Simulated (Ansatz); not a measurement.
**A barrier at the coupled-cluster level**

Start structure (SiNH5, singlet), relaxed at PBE0-D4/def2-TZVP:

```xyz
7
angstrom
Si -0.4914 -0.3290 0.2914
H -0.1114 -0.7406 1.6675
N 0.7750 0.6512 -0.3365
H 1.7285 0.3320 -0.2768
H -1.7312 0.4893 0.3168
H -0.7964 -1.5741 -0.4762
H 0.6270 1.1715 -1.1862
```

The step: SiNH₅ ([NH2][SiH3]) → SiNH₃ ([NH][SiH2]) + H₂; bonds formed: H2–H4; bonds broken: Si1–H2, N3–H4. Computed with Ansatz 0.2.0 (basis: def2-TZVPP and def2-QZVPP); correlated methods freeze the cores. Extrapolation: Hartree–Fock as exp(−7.88 √X), correlation as X^−2.97. Energies below are by CCSD(T) at an estimated basis limit (MP2 extrapolated from triple and quadruple zeta, plus CCSD(T) − MP2 in triple zeta).

Question: What are the electronic barrier and the energy of the step, from the start structure to the end structure? (An estimate is asked for; the value comes from the calculation.)

Answer: Computed: Barrier 3.631 eV; step energy 2.431 eV (uphill); reverse barrier, their difference, 1.199 eV. Barrier and step energy count from the start structure, the reverse barrier from the end structure.

The saddle point: One imaginary mode of 1380i cm⁻¹.
```
  pair  start (Å)  saddle (Å)  end (Å)
 H2–H4       2.88        0.94     0.75
Si1–H2       1.49        1.77     3.24
 N3–H4       1.01        1.63     3.67
```

Zero-point energy (harmonic, PBE0-D4): ZPE is 1.368 eV at the start and 1.187 eV at the saddle, so the barrier goes from 3.631 to 3.450 eV.

First-order rate constant out of the start structure at 698 K by transition-state theory, with harmonic vibrational free energies alone and no tunnelling: ΔA‡ = 3.480 eV, so k = (kB T/h) exp(−ΔA‡/kB T) ≈ 10^-12 s⁻¹ (an order of magnitude at best: rotation, the number of equivalent paths and anharmonicity are left out).

The T1 diagnostic stays at or below 0.018.

Labels in which every atom is bracketed show which atoms are joined, not bond orders.

For scale, one of the runs: CCSD(T)/def2-TZVPP, 143 basis functions, launched by `ansatz run in.yaml --threads 2 --pin off --events-out ev --progress --plain --max-ram 4352MiB`. Hardware: 2 CPU threads of an Intel Xeon Platinum 8375C, shared host. Wall time 11 s; peak host memory 0.8 GiB.
